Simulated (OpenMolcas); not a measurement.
# CH2N2: a line through the functionals

CH2N2: 5 atoms, total charge 0, spin state singlet. As SMILES, `N#CN`. The shape is that of a PBE0-D4/def2-TZVP optimisation.

The vertical energy of the triplet above the singlet y, in eV, basis def2-TZVP; a is the functional's share of exact exchange. Programs: OpenMolcas 26.06.

| functional | program | a | y (eV) |
| --- | --- | --- | --- |
| r2SCAN | OpenMolcas | 0 | 6.07 |
| revPBE | OpenMolcas | 0 | 6.09 |
| B3LYP | OpenMolcas | 0.2 | ? |
| PBE0 | OpenMolcas | 0.25 | 6.21 |
| BHLYP | OpenMolcas | 0.5 | 6.21 |

**Question.** Fit y = c + s·a to the known rows and predict B3LYP.

**Answer.** 
1. Means of the 4 rows: a = 0.1875, y = 6.145.
2. Σ(Δa)² = 0.17188, Σ(Δa·Δy) = 0.04875, so the slope is 0.04875/0.17188 = 0.28363.
3. Intercept: 6.145 − (0.28363) × 0.1875 = 6.092. The largest residual of the fit is 0.047.
4. B3LYP: 6.092 + (0.28363) × 0.2 = 6.15 eV.

The run gave 6.18 eV, so the prediction is off by -0.03 eV, within the scatter of the fit.
